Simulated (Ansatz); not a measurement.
# AlSiH4 radical: functionals against CCSD(T) at one geometry

An exercise on one series of results from a longer session: the logs are not shown, and one member is left open.

The runs use Ansatz 0.2.0, Gaussian basis; single points in def2-TZVPP.

Cores are frozen in the correlated methods. Orbitals are unrestricted. B3LYP uses VWN-RPA correlation.

## Where the work starts

6 atoms, charge 0, spin multiplicity 2.

Atoms are counted from 1 here; the program's logs count them from 0.

Bond lengths: Al1–Si2 2.385 Å, Al1–H3 1.807 Å, Si2–H4 1.612 Å, Si2–H5 1.523 Å, Si2–H6 1.383 Å. Angles: Si2–Al1–H3 118.2°, Al1–Si2–H4 124.2°, Al1–Si2–H5 122.0°, Al1–Si2–H6 103.2°, H4–Si2–H5 101.3°, H4–Si2–H6 103.2°, H5–Si2–H6 98.5°.

Coordinates:

```
Al    0.81520   -1.05380    1.22230
Si   -0.23250    0.47210   -0.28230
H     1.56990   -2.54560    0.53640
H    -1.58190    0.15110   -1.10300
H     0.56340    1.26280   -1.31280
H    -0.60480    1.52110    0.53900
```

Set-up of the first run:

Input file run/in.yaml:

```yaml
crystal:
  periodic: [false, false, false]
  atoms:
    - {symbol: Al, position_ang: [0.815200, -1.053800, 1.222300]}
    - {symbol: Si, position_ang: [-0.232500, 0.472100, -0.282300]}
    - {symbol: H, position_ang: [1.569900, -2.545600, 0.536400]}
    - {symbol: H, position_ang: [-1.581900, 0.151100, -1.103000]}
    - {symbol: H, position_ang: [0.563400, 1.262800, -1.312800]}
    - {symbol: H, position_ang: [-0.604800, 1.521100, 0.539000]}
basis:
  gaussian: {orbitals: def2-TZVPP}
magnetization: {spin_polarized: true, initial_magnetization: 1}
correlation: {method: ccsd_t}
scf: {omitted_lower_state_checks: [cluster_reference]}
output: {forces: true}
```

The command line of these runs was not kept.

Among the steps run: CCSD(T)/def2-TZVPP; PBE0-D4/def2-TZVPP; wB97M-V/def2-TZVPP; r2SCAN-D4/def2-TZVPP; PBE-D4/def2-TZVPP; B3LYP-D4/def2-TZVPP; LC-wPBE/def2-TZVPP.

One table of the session follows, with a row left open; its other results are not shown here.

```
   method  RMS force component (eV/Å)  angle to CCSD(T) forces (°)  dipole (D)
  CCSD(T)                       1.269                    reference        1.12
  PBE0-D4                           ?                            ?           ?
  wB97M-V                       1.256                          1.9        1.37
r2SCAN-D4                       1.225                          3.1        1.08
   PBE-D4                       1.186                          7.5        1.00
 B3LYP-D4                       1.228                          1.1        1.18
  LC-wPBE                       1.291                          2.8        1.11
```

**Question.** Estimate the row for PBE0-D4.

**Answer.** RMS force component (eV/Å): 1.238; angle to CCSD(T) forces (°): 3.0; dipole (D): 1.08. In the column «RMS force component (eV/Å)» it lies between B3LYP-D4 (1.228) and wB97M-V (1.256).
